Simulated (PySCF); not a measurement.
CH₂, SMILES [CH2], multiplicity 3.

The structure is a stationary point at B3LYP-D3(BJ)/def2-TZVPD. The isomer is the one that the SMILES or the coordinates give; other isomers of the formula were not compared.

Level of theory: r2SCAN/def2-TZVPD in PySCF.

Gas-phase values at a fixed geometry.

total energy: -39.14567 hartree
point group: C2v
α spin, highest occupied and lowest empty level: -6.18 and 0.75 eV
β spin, highest occupied and lowest empty level: -10.97 and -2.26 eV
dipole moment: 0.56 D
quadrupole, principal values (traceless, Buckingham form, about the centre of nuclear charge): -1.43, -0.69, 2.12 D·Å
mean static polarisability: 14.8 bohr³ (2.20 Å³)
polarisability, principal values: 14.1, 14.7, 15.7 bohr³
⟨S²⟩: 2.010 (pure state 2.00)
